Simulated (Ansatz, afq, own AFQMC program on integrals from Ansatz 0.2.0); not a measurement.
# H₃S+ (singlet): quantum Monte Carlo beside coupled cluster, 6-31G

The task here is to estimate one member of a computed series from the others.

Computed with Ansatz 0.2.0, Gaussian basis, and an in-house AFQMC program (afq) on its integrals; all values are calculated. Level: 6-31G, frozen cores.

The runs, in order: Full CI; PBE (unrestricted); r2SCAN (unrestricted); PBE0 (unrestricted); B3LYP (unrestricted); wB97M-V (unrestricted); B2PLYP (unrestricted); CCSD(T) on RHF; Full CI; CCSDT(Q) on RHF; CCSDTQ on RHF; CCSD(T) on RHF; CCSD(T) on RHF; Phaseless AFQMC, CISD trial on RHF; Free-projection AFQMC, CISD trial on RHF; UHF.

1 further run of the same task is left out (it didn't finish).

## The system

The geometry is a PBE0/def2-TZVP stationary point (not a proven minimum) of the parent state, kept for this charge and spin.

4 atoms, charge 1, spin multiplicity 1.

Atoms are counted from 1 here; the program's logs count them from 0.

Bond lengths: S1–H2 1.357 Å, S1–H3 1.520 Å, S1–H4 1.520 Å. Angles: H2–S1–H3 89.9°, H2–S1–H4 89.9°, H3–S1–H4 179.9°.

Set-up of the first run:

Contents of in.yaml:

```yaml
crystal:
  periodic: [false, false, false]
  atoms:
    - {symbol: S, position_ang: [0.000000, -0.039104, 0.000000]}
    - {symbol: H, position_ang: [0.000000, 1.318376, 0.000000]}
    - {symbol: H, position_ang: [0.000000, -0.037193, 1.520127]}
    - {symbol: H, position_ang: [0.000000, -0.037193, -1.520127]}
basis:
  gaussian: {orbitals: 6-31G}
total_charge: 1
correlation: {method: fci, electrons: outside_noble_gas}
```

Launch:

```sh
$ ansatz run in.yaml --threads 1 --pin off --events-out ev --progress --plain --max-ram 1843MiB
```

Steps of the session up to this table: Full CI; PBE (unrestricted); r2SCAN (unrestricted); PBE0 (unrestricted); B3LYP (unrestricted); wB97M-V (unrestricted); B2PLYP (unrestricted); CCSD(T) on RHF; CCSDT(Q) on RHF; CCSDTQ on RHF; Phaseless AFQMC, CISD trial on RHF; Free-projection AFQMC, CISD trial on RHF; UHF.

One of the session's tables, all rows but one given; the rest of the session is left out.

On the RHF determinant, counted from full CI (exact for this spin and basis):

```
                                                    level  from full CI (kJ/mol)
                                                       HF                 +235.4
                                                      MP2                  +56.5
                                                     CCSD                   +3.4
                                                  CCSD(T)                   +0.9
                                                 CCSDT(Q)                    0.0
                                                   CCSDTQ                    0.0
                                                  full CI                    0.0
     Phaseless AFQMC, CISD trial, step 0.005, 200 walkers                      ?
Free-projection AFQMC, CISD trial, step 0.03, 200 walkers                   +0.1
```

Estimate the missing values for Phaseless AFQMC, CISD trial, step 0.005, 200 walkers.

The run gave: from full CI (kJ/mol): +0.2. In the column «from full CI (kJ/mol)» it lies between Free-projection AFQMC, CISD trial, step 0.03, 200 walkers (+0.1) and CCSD(T) (+0.9).

The functionals' totals stand on their own zeros and serve differences with other points: PBE -10866.184 eV; r2SCAN -10870.009 eV; PBE0 -10866.895 eV; B3LYP -10871.378 eV; wB97M-V -10869.844 eV; B2PLYP -10865.876 eV.

To keep in mind: On the RHF determinant, counted from full CI (exact for this spin and basis): On RHF the phaseless walk with the CISD trial lies +0.2 kJ/mol from full CI, within three error bars. Error bars are statistical and leave out the constraint, the time step and what remains of the start.
